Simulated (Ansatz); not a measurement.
## Molecular dynamics of BH4

The input (input.yaml):

```yaml
crystal:
  periodic: [false, false, false]
  atoms:
    - { symbol: B, position_ang: [0.0, 0.000125, -0.066018] }
    - { symbol: H, position_ang: [0.0, 0.000235, 1.519019] }
    - { symbol: H, position_ang: [1.074686, -0.000167, -0.612657] }
    - { symbol: H, position_ang: [-1.074687, -0.000167, -0.612656] }
    - { symbol: H, position_ang: [0.0, -2.5e-05, 2.422313] }
magnetization:
  spin_polarized: true
  initial_magnetization: 1
basis:
  gaussian: { orbitals: def2-SVP }
hamiltonian:
  xc: pbe0
  dispersion: d4
md:
  timestep: 0.5
  n_steps: 200
  ensemble: nve
  temperature: 300.0
  initial_velocities: maxwell_boltzmann
  seed: 11115
```

Launched with:

```bash
$ ansatz run input.yaml --threads 1 --pin off --max-ram 2048MiB --backend cpu --events-out ev --progress --plain --runs-dir out
```

It starts at the highest image of a converged band. Of that band: A vibrational analysis at the climbing image gives 2 clearly imaginary modes (883i, 806i cm⁻¹): a point of higher order, so a lower path passes nearby.

Output, in part (step lines, the closing report, with atoms numbered from 0):

```
md step     0: t =     0.00 fs  T =   300.0 K  F+E_penalty+E_count = -735.29631757 eV  E_kin = 0.116334 eV  conserved = -735.17998357 eV  (55 SCF iters)
md step     1: t =     0.50 fs  T =   290.9 K  F+E_penalty+E_count = -735.29276291 eV  E_kin = 0.112814 eV  conserved = -735.17994889 eV  (27 SCF iters)
md step     2: t =     1.00 fs  T =   265.4 K  F+E_penalty+E_count = -735.28272301 eV  E_kin = 0.102920 eV  conserved = -735.17980318 eV  (29 SCF iters)
md step     3: t =     1.50 fs  T =   229.5 K  F+E_penalty+E_count = -735.26855850 eV  E_kin = 0.088984 eV  conserved = -735.17957401 eV  (26 SCF iters)
md step     4: t =     2.00 fs  T =   192.3 K  F+E_penalty+E_count = -735.25389736 eV  E_kin = 0.074573 eV  conserved = -735.17932434 eV  (26 SCF iters)
md step     5: t =     2.50 fs  T =   163.8 K  F+E_penalty+E_count = -735.24264518 eV  E_kin = 0.063509 eV  conserved = -735.17913590 eV  (26 SCF iters)
md step     6: t =     3.00 fs  T =   151.3 K  F+E_penalty+E_count = -735.23773027 eV  E_kin = 0.058654 eV  conserved = -735.17907583 eV  (26 SCF iters)
md step     7: t =     3.50 fs  T =   157.1 K  F+E_penalty+E_count = -735.24008592 eV  E_kin = 0.060922 eV  conserved = -735.17916379 eV  (26 SCF iters)
[... lines left out ...]
Total energy: -735.59173669 eV, -27.0324977215 hartree
Atom 0 at    -0.009264    -0.106361     0.036426 Å, force     0.350703     6.885804    -0.868586 eV/Å
Atom 1 at    -0.421067    -0.951306     0.588949 Å, force    -0.707805    -3.383668     1.582037 eV/Å
Atom 2 at     0.985547     0.858933     0.242642 Å, force    -1.012560    -1.927185     0.444032 eV/Å
Atom 3 at    -0.875666     0.732399    -0.519367 Å, force     1.320780    -1.510746     0.448048 eV/Å
Atom 4 at     0.410532     0.501827     1.305162 Å, force     0.048883    -0.064206    -1.605531 eV/Å
Dipole moment:     0.178686     0.089495     0.165024 e Å
```

The steps, from the saved trajectory:

| time (fs) | T (K) | potential energy less start (eV) | conserved less start (meV/atom) |
| --- | --- | --- | --- |
| 0.0 | 300 | 0.000 | 0.00 |
| 3.0 | 151 | 0.059 | 0.18 |
| 6.0 | 252 | 0.019 | 0.03 |
| 9.0 | 170 | 0.051 | 0.17 |
| 12.0 | 394 | -0.036 | 0.04 |
| 15.0 | 478 | -0.068 | 0.17 |
| 18.0 | 860 | -0.217 | 0.02 |
| 21.0 | 1162 | -0.333 | 0.17 |
| 24.0 | 1619 | -0.512 | -0.08 |
| 27.0 | 1760 | -0.566 | 0.10 |
| 30.0 | 2090 | -0.697 | -0.46 |
| 33.0 | 766 | -0.178 | 0.51 |
| 36.0 | 2082 | -0.695 | -0.70 |
| 39.0 | 2088 | -0.693 | 0.19 |
| 42.0 | 2414 | -0.821 | -0.16 |
| 45.0 | 2169 | -0.724 | 0.05 |
| 48.0 | 2195 | -0.734 | 0.18 |
| 51.0 | 2344 | -0.798 | -1.05 |
| 54.0 | 2271 | -0.768 | -0.79 |
| 57.0 | 2465 | -0.840 | -0.13 |
| 60.0 | 1732 | -0.554 | 0.16 |
| 63.0 | 2440 | -0.833 | -0.59 |
| 66.0 | 1875 | -0.608 | 0.61 |
| 69.0 | 2563 | -0.879 | -0.38 |
| 72.0 | 1789 | -0.578 | -0.17 |
| 75.0 | 1665 | -0.530 | -0.11 |
| 78.0 | 1582 | -0.499 | -0.27 |
| 81.0 | 2061 | -0.686 | -0.58 |
| 84.0 | 2218 | -0.746 | -0.35 |
| 87.0 | 1678 | -0.532 | 0.51 |
| 90.0 | 3503 | -1.247 | -0.93 |
| 93.0 | 1960 | -0.643 | 0.18 |
| 96.0 | 2347 | -0.798 | -0.83 |
| 99.0 | 1533 | -0.477 | 0.20 |

All steps were run. The conserved energy stayed within 1.3 meV per atom of its start (net change 0.59 meV per atom), so the integration is sound. The system heated up, since it started high on the potential surface and ran downhill. A run of 0.1 ps of so small a system gives no equilibrium averages.

The step under study would form H2–H5 and break B1–H2. These pairs go: H2–H5 0.90 → 1.82 Å, B1–H2 1.59 → 1.09 Å. In the last frame they stand as before the step (other bonds may differ from the relaxed reactants and products). These pairs come and go: their bonding changes 9 times, last at 70 of 100 fs, so the outcome isn't settled. It ends as BH3 + H by the count below, though a long contact still joins these pieces: B1–H5, 1.47 Å. Pairs count as bonded within 1.25 times the sum of covalent radii (0.12 Å more for H–H).

Last frame:

```xyz
5
Properties=species:S:1:pos:R:3
B -0.009 -0.106 0.036
H -0.421 -0.951 0.589
H 0.986 0.859 0.243
H -0.876 0.732 -0.519
H 0.410 0.502 1.305
```

Run time: 120 s on 1 thread of Arm Neoverse V1, on a shared host, peak memory 0.082 GiB.
